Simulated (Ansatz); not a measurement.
# SiH3S radical: single points off equilibrium

Aim: energy, forces and dipole at a structure displaced at random from a GFN2-xTB minimum, from CCSD(T) and from density functionals.

Program: Ansatz 0.2.0, Gaussian basis. Level of theory: single points in def2-TZVPP. These are calculated values, not measurements.

Correlated methods freeze the cores. Orbitals are unrestricted.

### Step 1. The starting structure

SMILES `[SiH2]S`, 5 atoms, charge 0, spin multiplicity 2.

Atoms are counted from 1 here; the program's logs count them from 0.

Bond lengths: Si1–S2 2.117 Å, Si1–H3 1.403 Å, Si1–H4 1.551 Å, S2–H5 1.354 Å. Angles: S2–Si1–H3 108.6°, S2–Si1–H4 101.6°, H3–Si1–H4 117.9°, Si1–S2–H5 99.2°.

Geometry (Å):

```xyz
5

Si   -0.1499   -0.6997   -0.2780
S     0.2286    1.3832   -0.3016
H    -0.0576   -1.1571    1.0454
H    -1.5324   -0.7735   -0.9769
H     1.3967    1.3980    0.3831
```

### Step 2. CCSD(T)/def2-TZVPP

Contents of run/in.yaml:

```yaml
crystal:
  periodic: [false, false, false]
  atoms:
    - {symbol: Si, position_ang: [-0.149900, -0.699700, -0.278000]}
    - {symbol: S, position_ang: [0.228600, 1.383200, -0.301600]}
    - {symbol: H, position_ang: [-0.057600, -1.157100, 1.045400]}
    - {symbol: H, position_ang: [-1.532400, -0.773500, -0.976900]}
    - {symbol: H, position_ang: [1.396700, 1.398000, 0.383100]}
basis:
  gaussian: {orbitals: def2-TZVPP}
magnetization: {spin_polarized: true, initial_magnetization: 1}
correlation: {method: ccsd_t}
scf: {omitted_lower_state_checks: [cluster_reference]}
output: {forces: true}
```

No record of the launch command was kept for these runs.

### Step 3. PBE0-D4/def2-TZVPP

Changes to run/in.yaml since step 2:

```diff
@@ -11,4 +11,3 @@
 magnetization: {spin_polarized: true, initial_magnetization: 1}
-correlation: {method: ccsd_t}
-scf: {omitted_lower_state_checks: [cluster_reference]}
-output: {forces: true}
+hamiltonian: {xc: pbe0, dispersion: d4}
+output: {forces: true, orbitals: {seedname: orbitals}}
```

### Step 4. wB97M-V/def2-TZVPP

Changes to run/in.yaml since step 3:

```diff
@@ -11,3 +11,3 @@
 magnetization: {spin_polarized: true, initial_magnetization: 1}
-hamiltonian: {xc: pbe0, dispersion: d4}
-output: {forces: true, orbitals: {seedname: orbitals}}
+hamiltonian: {xc: {name: wB97M-V}}
+output: {forces: true}
```

### Step 5. r2SCAN-D4/def2-TZVPP

Changes to run/in.yaml since step 4:

```diff
@@ -11,3 +11,3 @@
 magnetization: {spin_polarized: true, initial_magnetization: 1}
-hamiltonian: {xc: {name: wB97M-V}}
+hamiltonian: {xc: r2scan, dispersion: d4}
 output: {forces: true}
```

### Step 6. PBE-D4/def2-TZVPP

Changes to run/in.yaml since step 5:

```diff
@@ -11,3 +11,3 @@
 magnetization: {spin_polarized: true, initial_magnetization: 1}
-hamiltonian: {xc: r2scan, dispersion: d4}
+hamiltonian: {xc: pbe, dispersion: d4}
 output: {forces: true}
```

### Step 7. revPBE-D4/def2-TZVPP

Changes to run/in.yaml since step 6:

```diff
@@ -11,3 +11,3 @@
 magnetization: {spin_polarized: true, initial_magnetization: 1}
-hamiltonian: {xc: pbe, dispersion: d4}
+hamiltonian: {xc: {name: revPBE}, dispersion: d4}
 output: {forces: true}
```

### Step 8. LC-wPBE/def2-TZVPP

Changes to run/in.yaml since step 7:

```diff
@@ -11,3 +11,3 @@
 magnetization: {spin_polarized: true, initial_magnetization: 1}
-hamiltonian: {xc: {name: revPBE}, dispersion: d4}
+hamiltonian: {xc: {name: LC-wPBE}}
 output: {forces: true}
```

(Steps that only read results are left out.)

Before running it: what results should come out? Wanted: energy less free atoms, CCSD(T)/def2-TZVPP; RMS force component; RMS force error; HOMO and LUMO, PBE0-D4; T1 diagnostic.

**Answer**, as computed:

| quantity | value |
| --- | --- |
| energy less free atoms, CCSD(T)/def2-TZVPP | -12.973 eV |
| RMS force component | 0.816 to 0.855 eV/Å over the methods |
| RMS force error | PBE0-D4 0.086, wB97M-V 0.046, r2SCAN-D4 0.072, PBE-D4 0.183, revPBE-D4 0.195, LC-wPBE 0.142 eV/Å |
| HOMO and LUMO, PBE0-D4 | -5.95 and -2.46 eV |
| T1 diagnostic | 0.016 |

What this shows: Against CCSD(T) the functionals' energies less atoms differ by -0.604 to -0.189 eV, PBE-D4 by -0.474 eV. CCSD(T) in triple zeta still lacks some correlation energy of the bonds, so part of these gaps is its own basis error and they don't rank the functionals. On forces the order runs from wB97M-V to revPBE-D4. Frozen-core CCSD(T) forces in triple zeta carry basis errors of their own, and this is one geometry, so small gaps rank nothing.
